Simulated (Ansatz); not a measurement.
We consider hcp Re, described by PBE in Ansatz (PAW).

Run with plane-wave cutoff 520 eV, 16×16×10 k mesh (along the axes of the cell as run), Fermi–Dirac smearing 0.1 eV, perturbation theory, force constants from a 4×4×2 q mesh, no spin polarisation, scalar-relativistic PAW data made under PBE.

Computed at the level's own relaxed cell. Harmonic vibrational thermodynamics at fixed volume:

```tsv
T (K)	S_vib (J/K per mol of atoms)	C_V (J/K per mol of atoms)	F_vib (eV/atom)
0	0.00	0.00	0.0248
200	27.93	23.03	-0.0021
300	37.51	24.06	-0.0363
400	44.49	24.44	-0.0789
500	49.96	24.62	-0.1280
700	58.28	24.78	-0.2406
900	64.51	24.84	-0.3682
```

The crystal is taken as a harmonic solid at every temperature: melting, phase changes and thermal expansion are not seen, nor the electrons' share in a metal.

Ansatz is a first-principles code.
